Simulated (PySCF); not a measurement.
## Ionising PH

PBE; PySCF, no relativity, basis sets P 6-31G(d,p), H 6-31G(d,p). Neutral (UKS): triplet (π ↑↑), Re = 1.447 Å, ωe = 2293 cm⁻¹, De = 3.21 eV, HOMO -6.08 eV, LUMO -3.82 eV.

PH⁺ (UKS): doublet (π ↑), Re = 1.451 Å, ωe = 2317 cm⁻¹, De = 3.46 eV to P⁺ + H. The energies at the minima are -341.69245 hartree for PH and -341.31665 for PH⁺.

Task: Work out the adiabatic ionisation energy, without and with harmonic zero-point energies (1 hartree = 27.2114 eV, 1 eV = 8065.5 cm⁻¹), and the change of the bond length.

Result: At PBE: 0.37580 hartree = 10.226 eV between the minima; the zero-point term (2317.0 − 2293.0)/2 cm⁻¹ = +0.001 eV makes it 10.228 eV. Re changes by +0.4 pm against the neutral. The electron leaves a π orbital, which is non-bonding in a hydride.

For an ion De counts to the pair picked by the measured ionisation energies or electron affinities, which need not be the lowest pair at this level. States were picked by a PBE0 search and need not be the measured ground states.
